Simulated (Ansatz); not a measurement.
# C2H6FNO: a ladder of functionals and wavefunction methods

An exercise on one series of results from a longer session: the logs are not shown, and one member is left open.

Computed with Ansatz 0.2.0, Gaussian basis. Level: functionals in def2-TZVPP, the program's frozen cores in correlated methods.

Levels to be run: PBE-D4, r2SCAN-D4, PBE0-D4, B3LYP-D4, ωB97X-V, ωB97M-V, B2PLYP; CCSD(T)/def2-TZVPP; MP2/def2-QZVPP; extrapolation to the limit.

### The geometry

All runs share one geometry, relaxed beforehand with PBE0-D4 in a triple-zeta def2 set.

11 atoms, charge 0, spin multiplicity 1.

Atoms are counted from 1 here; the program's logs count them from 0.

Bond lengths: N1–C2 1.411 Å, N1–H6 1.011 Å, N1–H7 1.011 Å, C2–O3 1.440 Å, C2–H8 1.093 Å, C2–H9 1.098 Å, O3–C4 1.361 Å, C4–F5 1.386 Å, C4–H10 1.091 Å, C4–H11 1.100 Å. Angles: C2–N1–H6 111.8°, C2–N1–H7 111.7°, H6–N1–H7 108.7°, N1–C2–O3 111.7°, N1–C2–H8 109.6°, N1–C2–H9 110.0°, O3–C2–H8 108.8°, O3–C2–H9 107.9°, H8–C2–H9 108.8°, C2–O3–C4 114.2°, O3–C4–F5 111.4°, O3–C4–H10 108.0°, O3–C4–H11 112.3°, F5–C4–H10 107.5°, F5–C4–H11 106.0°, H10–C4–H11 111.6°.

Set-up of the first run:

The input, in.yaml:

```yaml
crystal:
  periodic: [false, false, false]
  atoms:
    - {symbol: N, position_ang: [-1.232106, 0.916017, -1.230436]}
    - {symbol: C, position_ang: [-0.068057, 0.566616, -0.513075]}
    - {symbol: O, position_ang: [-0.268566, -0.613890, 0.285933]}
    - {symbol: C, position_ang: [0.761718, -0.898989, 1.128087]}
    - {symbol: F, position_ang: [1.866284, -1.368273, 0.434294]}
    - {symbol: H, position_ang: [-2.018618, 1.074356, -0.614929]}
    - {symbol: H, position_ang: [-1.484660, 0.204538, -1.902625]}
    - {symbol: H, position_ang: [0.752025, 0.382972, -1.211590]}
    - {symbol: H, position_ang: [0.216694, 1.385123, 0.160373]}
    - {symbol: H, position_ang: [0.436032, -1.692402, 1.803135]}
    - {symbol: H, position_ang: [1.104656, -0.012968, 1.681532]}
basis:
  gaussian: {orbitals: def2-TZVPP}
hamiltonian: {xc: pbe, dispersion: d4}
output: {forces: true, orbitals: {seedname: orbitals}}
```

The run is started by

```
ansatz run in.yaml --threads 4 --pin off --events-out ev --progress --plain --max-ram 10444MiB
```

Among the steps run: PBE-D4 (GGA); r2SCAN-D4 (meta-GGA); PBE0-D4 (hybrid); B3LYP-D4 (hybrid); ωB97X-V (range-separated); ωB97M-V (range-separated); B2PLYP (double hybrid); CCSD(T) in def2-TZVPP; MP2 in def2-QZVPP.

One table of the session follows, with a row left open; its other results are not shown here.

| method | atomisation energy (eV) |
| --- | --- |
| PBE-D4 | 44.159 |
| r2SCAN-D4 | 42.841 |
| PBE0-D4 | 42.968 |
| B3LYP-D4 | 42.896 |
| ωB97X-V | 43.000 |
| ωB97M-V | ? |
| B2PLYP | 42.438 |
| HF/def2-TZVPP | 29.553 |
| MP2/def2-TZVPP | 42.480 |
| CCSD/def2-TZVPP | 40.932 |
| CCSD(T)/def2-TZVPP | 41.636 |
| MP2/CBS | 43.691 |
| CCSD(T)/CBS | 42.847 |

Estimate the missing values for ωB97M-V.

The run gave: atomisation energy (eV): 43.022. In the column «atomisation energy (eV)» it lies between ωB97X-V (43.000) and MP2/CBS (43.691).
